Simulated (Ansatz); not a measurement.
# BHCl (doublet): the correlation ladder, cc-pVTZ

One table from this session's results is given with a row withheld; the runs are named, their logs left out.

Program: Ansatz 0.2.0, Gaussian basis. Level of theory: cc-pVTZ, core rule «outside noble gas», up to 6 orbitals frozen. These are calculated values, not measurements.

The runs, in order: UHF; CCSD(T) on ROHF; CCSD(T) on UHF; BCCD(T) on ROHF; CCSDT(Q) on ROHF; CCSDT(Q) on UHF.

11 further runs of the same task are left out: 7 for a known fault of the program, 4 set aside as unsound or not needed.

### The geometry

The geometry is a PBE0/def2-TZVP stationary point (not a proven minimum).

3 atoms, charge 0, spin multiplicity 2.

Atoms are counted from 1 here; the program's logs count them from 0.

Bond lengths: B1–Cl2 1.710 Å, B1–H3 1.193 Å. Angles: Cl2–B1–H3 123.6°.

Coordinates:

```
atom   x (Å)    y (Å)    z (Å)
  B1  0.0000  -0.1861   1.2546
 Cl2  0.0000   0.0365  -0.4405
  H3  0.0000   0.7137   2.0386
```

The first run:

Contents of in.yaml:

```yaml
crystal:
  periodic: [false, false, false]
  atoms:
    - {symbol: B, position_ang: [0.000000, -0.186113, 1.254645]}
    - {symbol: Cl, position_ang: [0.000000, 0.036461, -0.440547]}
    - {symbol: H, position_ang: [0.000000, 0.713740, 2.038566]}
basis:
  gaussian: {orbitals: cc-pVTZ}
magnetization: {spin_polarized: true, initial_magnetization: 1}
hamiltonian: {xc: hf}
output: {orbitals: {seedname: orbitals}}
```

Run with:

```bash
> ansatz run in.yaml --threads 1 --pin off --events-out ev --progress --plain --max-ram 2816MiB --backend cpu
```

Among the steps run: UHF; CCSD(T) on ROHF; CCSD(T) on UHF; BCCD(T) on ROHF; CCSDT(Q) on ROHF; CCSDT(Q) on UHF.

One table of the session follows, with a row left open; its other results are not shown here.

It belongs to the step «Misses and costs». 

```
   method  from UCCSDT(Q) (meV)
     ROHF               +8315.5
      UHF               +8271.5
     RMP2               +1096.5
     UMP2                     ?
    RCCSD                +365.6
    UCCSD                +364.5
 RCCSD(T)                 +39.6
 UCCSD(T)                 +39.6
  BCCD(T)                 +37.8
   RCCSDT                 +15.2
   UCCSDT                 +14.9
RCCSDT(Q)                  +1.9
UCCSDT(Q)                     0
```

**Question.** Estimate the row for UMP2.

As computed: from UCCSDT(Q) (meV): +1093.9. In the column «from UCCSDT(Q) (meV)» it lies between RCCSD (+365.6) and RMP2 (+1096.5).

With the free atoms at the same levels and basis (separate runs), the atomisation energy is 7.913 eV at UCCSDT(Q), 7.907 eV at RCCSD(T), 7.906 eV at UCCSD(T), 6.757 eV at ROHF.

To keep in mind: Restricted and unrestricted rows rest on different reference determinants; where their highest levels disagree by more than a few hundredths of an eV, they describe different states and don't form one ladder.
